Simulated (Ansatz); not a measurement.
Consider the ligand exchange at a Mg–O bond: `[OH][Mg][F]` + HCl → `[F][Mg][Cl]` + H₂O.

Calculated with Ansatz (gas phase, PBE0-D4/def2-TZVP geometries, no zero-point term in ΔE). CBS: MP2 limit from def2 TZ/QZ plus the TZ coupled-cluster correction, frozen cores. This one scheme is used for every species. Functionals use def2-TZVPP. B3LYP here is the variant with VWN-RPA as its local correlation; programs differ in this. HSE06 is defined as in plane-wave codes. For Mg outer-core shells are correlated without core-valence functions, which leaves a few kJ/mol of doubt a bond. Each species was taken in one conformer, which may not be the lowest.

`[OH][Mg][F]`:

```xyz
4

O     0.097   -0.395   -1.007
Mg   -0.031    0.308    0.594
F    -0.139    1.055    2.174
H     0.073   -0.968   -1.760
```

HCl:

```xyz
2

Cl    0.217    0.601   -0.011
H    -0.217   -0.601    0.011
```

`[F][Mg][Cl]`:

Z-matrix (Å, degrees):
```
Mg
F 1 1.744
Cl 1 2.169 2 180.0
```

H₂O:

Cartesian coordinates in Å:
```
O -0.365 0.116 -0.068
H 0.100 -0.617 -0.476
H 0.265 0.501 0.544
```

Is it downhill or uphill in electronic energy at CCSD(T)/CBS, and by how much? (Best estimate.)

Computed: Downhill: ΔE = -80.5 kJ/mol.

What do these levels give: PBE0-D4, B3LYP-D4, PBE-QIDH, PBE, r2SCAN0, HSE06, CAM-B3LYP, LC-ωPBE, MP2/def2-SVP, CCSD(T)/def2-QZVPP, HF/CBS(def2), CCSD/CBS(def2)? (An estimate is asked.)

Computed: PBE0-D4 -86.0, B3LYP-D4 -79.1, PBE-QIDH -85.1, PBE -80.5, r2SCAN0 -86.0, HSE06 -86.5, CAM-B3LYP -76.1, LC-ωPBE -78.5, MP2/def2-SVP -71.1, CCSD(T)/def2-QZVPP -80.1, HF/CBS(def2) -93.9, CCSD/CBS(def2) -81.1 kJ/mol.

Largest T1 diagnostic among the species: 0.011.

In def2-TZVPP, CCSD(T) changes the Hartree–Fock value by +15.3 kJ/mol (the triples alone add +0.7 kJ/mol) and MP2 by +16.6 kJ/mol. From r2SCAN to r2SCAN0 (25 % exact exchange), in def2-TZVPP and without D4, ΔE moves by −3.8 kJ/mol.
